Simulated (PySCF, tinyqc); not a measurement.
Starting guesses with DIIS over 6 matrices: SCF starting guesses in the sto-6g basis, for LiH, spin multiplicity 1. Computed by the program tinyqc with PySCF. 

Geometry (angstrom):
```
atom,x,y,z
Li,0.0000,0.0000,0.0000
H,0.0000,0.0000,2.2100
```

lowest restricted solution found by these runs and by PySCF = -7.896074 hartree

RHF with one setting changed at a time; a run stops when the energy changes by less than 1e-09 hartree and the error matrix is below 1e-5. Starts: the lowest orbitals of the core Hamiltonian, of the Wolfsberg-Helmholz matrix (K = 1.75), projected atomic densities, random orbitals, and the highest orbitals of the core Hamiltonian (a deliberately bad start).

Largest element of the error matrix X^T (FDS - SDF) X:
```
iteration,core,Wolfsberg-Helmholz,atomic densities,random,highest core orbitals
1,1.7e-01,5.5e-02,9.8e-02,1.7e+00,1.0e-01
2,1.8e-02,2.5e-02,8.2e-02,2.9e-01,2.4e-01
3,5.7e-03,1.2e-02,4.1e-02,4.2e-02,2.1e-01
4,2.7e-03,2.2e-03,6.9e-03,1.4e-02,2.8e-01
5,8.3e-05,5.4e-04,1.3e-03,4.8e-03,2.8e-01
6,2.2e-05,2.0e-04,1.3e-04,1.0e-03,2.7e-01
8,4.6e-09,1.5e-08,1.6e-07,5.6e-05,2.8e-01
10,-,-,-,6.8e-08,2.6e-02
14,-,-,-,-,3.1e-05
```

How each run ends:
```
run,iterations,E (hartree),state
core,8,-7.89607,lowest found
Wolfsberg-Helmholz,8,-7.89607,lowest found
atomic densities,8,-7.89607,lowest found
random,10,-7.89607,lowest found
highest core orbitals,16,-7.89607,lowest found
```

5 of 5 runs reach the lowest restricted solution found, in 8 to 16 iterations (fastest: core, Wolfsberg-Helmholz, atomic densities). The first errors are 2e-01, 6e-02, 1e-01, 2e+00, 1e-01. The restricted reference is unstable here: a spin-polarised solution lies 0.0050 hartree lower (PySCF), so results built on it describe a poor reference.
